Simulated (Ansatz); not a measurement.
**SiHO+: geometry and frequencies at several levels**

Wanted for SiHO+: geometry and frequencies at several levels. Charge +1.

Computed with Ansatz 0.2.0 (the levels named in each step, unless a step's input says otherwise).

**1. The system as given**

Bond lengths: O1–Si2 1.529 Å, O1–H3 0.969 Å. Angles: Si2–O1–H3 180.0°.

As a file:

```xyz
3

O     0.0000    0.0000   -0.1866
Si    0.0000    0.0000    1.3420
H     0.0000    0.0000   -1.1554
```

**2. A rough first relaxation, PBE-D4/def2-SVP**

This run stands in another session on the same molecule. It ended at:

```xyz
3

O     0.0000    0.0000   -0.1988
Si    0.0000    0.0000    1.3768
H     0.0000    0.0000   -1.1780
```

**3. Relaxation, PBE0-D4/def2-TZVPP**

This run stands in another session on the same molecule. It ended at:

```xyz
3

O     0.0000    0.0000   -0.1916
Si    0.0000    0.0000    1.3462
H     0.0000    0.0000   -1.1545
```

**4. Relaxation, CCSD(T)/cc-pV(T+d)Z**

Contents of input.yaml:

```yaml
crystal:
  periodic: [false, false, false]
  atoms:
    - { symbol: O, position_ang: [0.0, 0.0, -0.19164407] }
    - { symbol: Si, position_ang: [0.0, 0.0, 1.34616455] }
    - { symbol: H, position_ang: [0.0, 0.0, -1.15451048] }
total_charge: 1
basis:
  gaussian: { orbitals: "cc-pV(T+d)Z.json" }
correlation:
  method: ccsd_t
relax:
  f_tol: 0.002
  max_steps: 40
```

Launch:

```console
> ansatz run input.yaml --threads 2 --pin off --max-ram 5120MiB --backend cpu --events-out ev --progress --plain --runs-dir out
```

What it wrote, cut to the lines that bear on the results:

```text
Warning: RAYON_NUM_THREADS=2 ignored (pool sized by the plan → 2); use --threads N
[...]
Functional definition: HF
[...]
583 factors; integrals over basis functions are off by at most 5.1e-4 eV
[...]
mean field -9909.75809714 eV, -364.1768929947 hartree, gradient 1.6e-6 eV, S^2 0.000000; 0 other end points of the search recorded, 0 dependent functions left out
6 core orbitals not correlated: weight in the atoms' cores, before any rotation towards them, 1.000 or more for the frozen orbitals, at most 0.000 for the correlated occupied ones
reference -9909.75809714 eV, -364.1768929947 hartree; 5, 5 occupied and 72, 72 virtual orbitals, 583 factors
second order -8.49144777 eV of doubles, -0.00000000 eV of singles
cycle   1  -8.50737234 eV  change   -1.6e-2 eV  update   8.3e-2
[...]
perturbative correction -0.33437761 eV, -0.0122881505 hartree
[...]
relax step   1: F+E_penalty+E_count = -9918.92487186 eV  Δ(F+E_penalty+E_count) = +0.000e0 eV  max|allowed force component| = 1.136e-1 eV/Å  Δτ_max = 0.0000 Å  (48 SCF iters, accepted)
[...]
relax step   2: F+E_penalty+E_count = -9918.92498145 eV  Δ(F+E_penalty+E_count) = -1.096e-4 eV  max|allowed force component| = 5.830e-2 eV/Å  Δτ_max = 0.0009 Å  (29 SCF iters, accepted)
[...]
relax step   3: F+E_penalty+E_count = -9918.92501609 eV  Δ(F+E_penalty+E_count) = -3.463e-5 eV  max|allowed force component| = 2.200e-4 eV/Å  Δτ_max = 0.0008 Å  (29 SCF iters, accepted)
583 factors; integrals over basis functions are off by at most 5.0e-4 eV
mean field -9909.75469497 eV, -364.1767679672 hartree, gradient 1.4e-6 eV, S^2 0.000000; 1 other end points of the search recorded, 0 dependent functions left out
6 core orbitals not correlated: weight in the atoms' cores, before any rotation towards them, 1.000 or more for the frozen orbitals, at most 0.000 for the correlated occupied ones
reference -9909.75469497 eV, -364.1767679672 hartree; 5, 5 occupied and 72, 72 virtual orbitals, 583 factors
second order -8.49526370 eV of doubles, -0.00000000 eV of singles
[...]
cycle  10  -8.83521173 eV  change    3.4e-6 eV  update   2.5e-6
perturbative correction -0.33510940 eV, -0.0123150432 hartree
[...]
Total energy: -9918.92501610 eV, -364.5137710527 hartree
Atom 0 at     0.000000     0.000000    -0.192112 Å, force    -0.000000    -0.000000     0.000071 eV/Å
Atom 1 at     0.000000    -0.000000     1.347926 Å, force    -0.000000    -0.000000     0.000149 eV/Å
Atom 2 at    -0.000000     0.000000    -1.155804 Å, force     0.000000    -0.000000    -0.000220 eV/Å
Dipole moment:     0.000000     0.000000     0.039756 e Å
```

It took 9.6 s on 2 threads of Intel Xeon Platinum 8488C (Sapphire Rapids), shared host; peak memory 0.32 GiB.

The steps of the relaxation:

```
step  energy from step 1 (eV)  largest force component (eV/Å)
   1                   0.0000                          0.1136
   2                  -0.0001                          0.0583
   3                  -0.0001                          0.0002
```

Step 1 is the start.

Before: Bond lengths: O1–Si2 1.538 Å, O1–H3 0.963 Å. Angles: Si2–O1–H3 180.0°.

After: Bond lengths: O1–Si2 1.540 Å, O1–H3 0.964 Å. Angles: Si2–O1–H3 180.0°.

**5. Frequencies, CCSD(T)/cc-pV(T+d)Z**

Contents of input.yaml:

```yaml
crystal:
  periodic: [false, false, false]
  atoms:
    - { symbol: O, position_ang: [0.0, 0.0, -0.19211174] }
    - { symbol: Si, position_ang: [0.0, 0.0, 1.34792562] }
    - { symbol: H, position_ang: [0.0, 0.0, -1.15580387] }
total_charge: 1
basis:
  gaussian: { orbitals: "cc-pV(T+d)Z.json" }
correlation:
  method: ccsd_t
phonons: {}
```

Launch:

```console
> ansatz run input.yaml --threads 2 --pin off --max-ram 5120MiB --backend cpu --events-out ev --progress --plain --runs-dir out
```

What it wrote, cut to the lines that bear on the results:

```text
Warning: RAYON_NUM_THREADS=2 ignored (pool sized by the plan → 2); use --threads N
[...]
Functional definition: HF
[...]
583 factors; integrals over basis functions are off by at most 5.0e-4 eV
[...]
mean field -9909.75469497 eV, -364.1767679672 hartree, gradient 1.7e-6 eV, S^2 0.000000; 0 other end points of the search recorded, 0 dependent functions left out
6 core orbitals not correlated: weight in the atoms' cores, before any rotation towards them, 1.000 or more for the frozen orbitals, at most 0.000 for the correlated occupied ones
reference -9909.75469497 eV, -364.1767679672 hartree; 5, 5 occupied and 72, 72 virtual orbitals, 583 factors
second order -8.49526371 eV of doubles, -0.00000000 eV of singles
cycle   1  -8.50935297 eV  change   -1.4e-2 eV  update   8.3e-2
[...]
perturbative correction -0.33510940 eV, -0.0123150432 hartree
[...]
583 factors; integrals over basis functions are off by at most 5.0e-4 eV
[...]
6 core orbitals not correlated: weight in the atoms' cores, before any rotation towards them, 1.000 or more for the frozen orbitals, at most 0.000 for the correlated occupied ones
reference -9909.75208313 eV, -364.1766719837 hartree; 5, 5 occupied and 72, 72 virtual orbitals, 583 factors
second order -8.49798945 eV of doubles, -0.00000000 eV of singles
[...]
cycle  10  -8.83730449 eV  change    3.7e-6 eV  update   2.5e-6
perturbative correction -0.33546876 eV, -0.0123282496 hartree
[...]
Total energy: -9918.92501603 eV, -364.5137710504 hartree
Atom 0 at     0.000000     0.000000    -0.192112 Å, force    -0.000000     0.000000     0.000072 eV/Å
Atom 1 at     0.000000     0.000000     1.347926 Å, force    -0.000000    -0.000000     0.000148 eV/Å
Atom 2 at     0.000000     0.000000    -1.155804 Å, force     0.000000    -0.000000    -0.000220 eV/Å
Dipole moment:    -0.000000     0.000000     0.039756 e Å
Vibrations: 362.43 362.43 1138.16 3849.25 cm⁻¹, zero-point energy 0.354115 eV
```

Wall time 45 s (2 threads of Intel Xeon Platinum 8488C (Sapphire Rapids), shared host); peak memory 0.32 GiB.

Harmonic frequencies (cm⁻¹; negative: imaginary): 362, 362, 1138, 3849.

**6. Relaxation, CCSD(T)/cc-pwCVTZ, all electrons**

Changes to input.yaml since step 5:

```diff
@@ -8,5 +8,8 @@
 basis:
-  gaussian: { orbitals: "cc-pV(T+d)Z.json" }
+  gaussian: { orbitals: cc-pwCVTZ.json }
 correlation:
   method: ccsd_t
-phonons: {}
+  frozen_orbitals: { H: 0, O: 0, Si: 0 }
+relax:
+  f_tol: 0.002
+  max_steps: 40
```

Launch:

```console
> ansatz run input.yaml --threads 2 --pin off --max-ram 5120MiB --backend cpu --events-out ev --progress --plain --runs-dir out
```

What it wrote, cut to the lines that bear on the results:

```text
Warning: RAYON_NUM_THREADS=2 ignored (pool sized by the plan → 2); use --threads N
[...]
Functional definition: HF
[...]
743 factors; integrals over basis functions are off by at most 3.8e-4 eV
[...]
mean field -9909.79433726 eV, -364.1782247945 hartree, gradient 3.0e-6 eV, S^2 0.000000; 0 other end points of the search recorded, 0 dependent functions left out
reference -9909.79433726 eV, -364.1782247945 hartree; 11, 11 occupied and 105, 105 virtual orbitals, 743 factors
second order -17.81596635 eV of doubles, -0.00000000 eV of singles
cycle   1  -17.80386034 eV  change    1.2e-2 eV  update   8.3e-2
[...]
perturbative correction -0.44129466 eV, -0.0162172795 hartree
[...]
relax step   1: F+E_penalty+E_count = -9928.39084015 eV  Δ(F+E_penalty+E_count) = +0.000e0 eV  max|allowed force component| = 3.613e-1 eV/Å  Δτ_max = 0.0000 Å  (48 SCF iters, accepted)
[...]
743 factors; integrals over basis functions are off by at most 3.7e-4 eV
[...]
mean field -9909.80380450 eV, -364.1785727092 hartree, gradient 2.2e-6 eV, S^2 0.000000; 1 other end points of the search recorded, 0 dependent functions left out
reference -9909.80380450 eV, -364.1785727092 hartree; 11, 11 occupied and 105, 105 virtual orbitals, 743 factors
second order -17.80724692 eV of doubles, -0.00000000 eV of singles
[...]
cycle   9  -18.14923004 eV  change   -9.0e-6 eV  update   8.6e-6
perturbative correction -0.43913563 eV, -0.0161379368 hartree
[...]
Total energy: -9928.39217017 eV, -364.8616825478 hartree
Atom 0 at    -0.000000    -0.000000    -0.190059 Å, force     0.000000    -0.000000     0.000312 eV/Å
Atom 1 at     0.000000     0.000000     1.342805 Å, force    -0.000000     0.000000    -0.000035 eV/Å
Atom 2 at     0.000000    -0.000000    -1.152736 Å, force    -0.000000    -0.000000    -0.000277 eV/Å
Dipole moment:     0.000000    -0.000000     0.038406 e Å
```

It took 2.9 min on 2 threads of Intel Xeon Platinum 8488C (Sapphire Rapids), shared host; peak memory 0.91 GiB.

The steps of the relaxation:

```
step  energy from step 1 (eV)  largest force component (eV/Å)
   1                   0.0000                          0.3613
   2                  -0.0010                          0.1883
   3                  -0.0013                          0.0027
   4                  -0.0013                          0.0003
```

Step 1 is the start.

Before: Bond lengths: O1–Si2 1.540 Å, O1–H3 0.964 Å. Angles: Si2–O1–H3 180.0°.

After: Bond lengths: O1–Si2 1.533 Å, O1–H3 0.963 Å. Angles: Si2–O1–H3 180.0°.

**7. Geometries side by side**

| level | O1–Si2 (Å) | rotational constants (MHz) | highest frequency (cm⁻¹) | CPU time |
| --- | --- | --- | --- | --- |
| PBE0-D4/def2-TZVPP | 1.5378 | 18193 | - | 4.3 s |
| CCSD(T)/cc-pV(T+d)Z | 1.5400 | 18141 | 3849 | 18 s |
| CCSD(T)/cc-pwCVTZ, all electrons | 1.5329 | 18303 | - | 5.7 min |

Constants are for the commonest isotopes at the equilibrium geometry; times are CPU times of the relaxations.

**8. Results**

| quantity | value |
| --- | --- |
| O1–Si2 at CCSD(T)/cc-pwCVTZ, all electrons | 1.533 Å |
| frequencies at CCSD(T)/cc-pV(T+d)Z | 362 to 3849 cm⁻¹ |

In words: The O–Si distance spreads over 0.007 Å, from CCSD(T)/cc-pwCVTZ, all electrons (shortest) to CCSD(T)/cc-pV(T+d)Z. No mode is imaginary, so the geometry is a minimum.
